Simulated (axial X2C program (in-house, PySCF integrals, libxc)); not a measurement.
**Nuclear properties of LiS⁻**

Calculated with an axial X2C code built on PySCF integrals: two-component X2C with atomic mean-field Coulomb and Gaunt terms, Gaussian nuclei, basis S dyall-av3z, Li dyall-av3z with contracted cores.

R = 2.056 Å (near the PBE0 minimum at charge -1 of the determinant lowest at the starting distance; the state shown can have its own minimum elsewhere).

Determinant lowest in the PBE0 search, Ω = 0 (closed shell), highest spinor 79% S p, 15% Li p, 6% Li d:

| level | qzz S (a.u.) | qzz Li (a.u.) |
| --- | --- | --- |
| PBE0 | -0.25 | -0.01 |
| HF | -0.47 | -0.02 |
| BHandHLYP | -0.35 | -0.01 |
| TPSSh | -0.21 | -0.01 |
| r2SCAN | -0.22 | -0.01 |

qzz is the electric field gradient, eQq0 = 234.96 MHz × Q/barn × qzz. The operators were transformed with the bare-nucleus X2C matrices; with these basis sets, hyperfine constants and field gradients can be off by tens of per cent, and where levels differ in sign neither size nor sign is settled.

Each state is one determinant with collinear spin. For an anion, determinants above electron detachment, or with a positive highest level, are held by the basis set. At HF a later determinant lies lower. The search compared states at one distance, so a state with another bond length can lie lower. Further determinants of the search, some of them spin-mixed, are not shown. Where a field gradient or hyperfine factor spreads by more than a factor of two over the levels, a constant derived from it is not to be relied on.
